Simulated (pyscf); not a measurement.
One substitution at C on the doublet surface with elements of a group swapped. ωB97M-D3(BJ)/def2-TZVP, kcal/mol, from the separated reactants. PySCF, gas phase, ωB97X-D3(BJ)/def2-SVP geometries.

| step | barrier | reaction energy | imaginary mode (i cm⁻¹) |
|---|---|---|---|
| `[CH4]` + `[CH3][In][NH2]` [doublet] → `[CH3][In]([CH3])[NH2]` + `[H]` [doublet] | 58.9 | +45.2 | 1376 |
| `[CH4]` + `[CH3][Ga][NH2]` [doublet] -> `[CH3][Ga]([CH3])[NH2]` + `[H]` [doublet] | … | … | 1454 |

Q: Fill in the missing entries.

A: 
- `[CH4]` + `[CH3][Ga][NH2]` [doublet] -> `[CH3][Ga]([CH3])[NH2]` + `[H]` [doublet], barrier: 52.9
- `[CH4]` + `[CH3][Ga][NH2]` [doublet] -> `[CH3][Ga]([CH3])[NH2]` + `[H]` [doublet], reaction energy: +32.2

Each row is the saddle that its search found. Elements up to Kr have no core potential and no relativistic terms here. Elements past Kr carry the def2 core potentials, without spin-orbit coupling.
